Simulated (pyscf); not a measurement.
PySCF, gas phase, ωB97X-D3(BJ)/def2-SVP geometries. Correlated levels are frozen-core, on RHF or UHF. ΔMP2 is the change of the MP2 total energy from the triple- to the quadruple-zeta basis.

Question: PBE/def2-TZVP puts the barrier of NH₃ (SMILES N) + HN=SiH₂ (SMILES N=[SiH2]) → H₂N–SiH₂–NH₂ (SMILES N[SiH2]N) (addition across a multiple bond or ene-type step; singlet surface; H–N broken, N–Si, H–N formed) at -68.2 kJ/mol and the reaction energy at -261.0 kJ/mol, from the separated reactants. What do B3LYP-D3(BJ)/def2-TZVP, ωB97M-D3(BJ)/def2-TZVP, CCSD(T)/def2-TZVPP + ΔMP2(QZVPP) give on the same structures?

Answer: B3LYP-D3(BJ): ΔE‡ = -59.5 kJ/mol, ΔE = -276.2 kJ/mol; ωB97M-D3(BJ): ΔE‡ = -64.9 kJ/mol, ΔE = -285.9 kJ/mol; CCSD(T): ΔE‡ = -56.5 kJ/mol, ΔE = -278.2 kJ/mol. PBE's barrier lies under all of them, by 3.3 to 11.7 kJ/mol. Its reaction energy lies over all of them, by 15.2 to 24.9 kJ/mol. On the reactant side the descent ends in an adduct with a N–Si contact, 94.0 kJ/mol under the separated species and 22.3 kJ/mol under the saddle at ωB97X-D3(BJ)/def2-TZVP. At PBE, B3LYP-D3(BJ), ωB97M-D3(BJ), CCSD(T) the saddle lies under the separated reactants, which points to a path from their complex (located at ωB97X-D3(BJ) alone). What is counted as formed (N–Si) is already present as a longer contact in the reactant adduct; forming that adduct is a step of its own. At ωB97X-D3(BJ) the barrier from the zero used here is -71.7 kJ/mol. HN=SiH₂ lies 76.0 kJ/mol over its isomer H₂N–SiH: [singlet] (electronic energy, ωB97M-D3(BJ)). This is the saddle that the search found; another between the same sides may lie lower. The CCSD(T) − MP2 part came from Ansatz, without density fitting, on the same reference.
